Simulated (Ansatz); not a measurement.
**BHNO− (SMILES [NH-]B=O): single points off equilibrium**

One table from this session's results is given with a row withheld; the runs are named, their logs left out.

Computed with Ansatz 0.2.0, Gaussian basis. Level: single points in def2-TZVPPD.

Correlated methods freeze the cores.

## The system as given

4 atoms, charge -1, spin multiplicity 1.

Atoms are counted from 1 here; the program's logs count them from 0.

Bond lengths: N1–B2 1.483 Å, N1–H4 1.198 Å, B2–O3 1.030 Å. Angles: B2–N1–H4 118.0°, N1–B2–O3 171.3°.

As a file:

```csv
atom,x (Å),y (Å),z (Å)
N1,-0.7007,0.2367,-0.4212
B2,0.4235,-0.4276,0.2824
O3,1.1827,-1.0060,0.6693
H4,-0.8114,1.4239,-0.3080
```

The first run:

run/in.yaml

```yaml
crystal:
  periodic: [false, false, false]
  atoms:
    - {symbol: N, position_ang: [-0.700700, 0.236700, -0.421200]}
    - {symbol: B, position_ang: [0.423500, -0.427600, 0.282400]}
    - {symbol: O, position_ang: [1.182700, -1.006000, 0.669300]}
    - {symbol: H, position_ang: [-0.811400, 1.423900, -0.308000]}
basis:
  gaussian: {orbitals: "def2-TZVPPD.json"}
total_charge: -1
correlation: {method: ccsd_t}
output: {forces: true}
```

The basis file named in the input lies beside it (Basis Set Exchange, JSON).

No record of the launch command was kept for these runs.

Among the steps run: CCSD(T)/def2-TZVPPD; PBE0-D4/def2-TZVPPD; wB97M-V/def2-TZVPPD; r2SCAN-D4/def2-TZVPPD; PBE-D4/def2-TZVPPD; r2SCAN0-D4/def2-TZVPPD; HSE06-D4/def2-TZVPPD.

One of the session's tables, all rows but one given; the rest of the session is left out.

```
    method  RMS force component (eV/Å)  angle to CCSD(T) forces (°)
   CCSD(T)                      13.723                    reference
   PBE0-D4                      13.430                          0.9
   wB97M-V                      13.433                          0.7
 r2SCAN-D4                      13.536                          0.6
    PBE-D4                           ?                            ?
r2SCAN0-D4                      13.351                          1.2
  HSE06-D4                      13.443                          0.8
```

Q: Estimate the row for PBE-D4 from the others.

As computed: RMS force component (eV/Å): 13.660; angle to CCSD(T) forces (°): 0.4. In the column «RMS force component (eV/Å)» it lies between r2SCAN-D4 (13.536) and CCSD(T) (13.723).

Limits of these values: The anion's highest level is positive in at least one run, so there the basis alone may hold the extra electron.
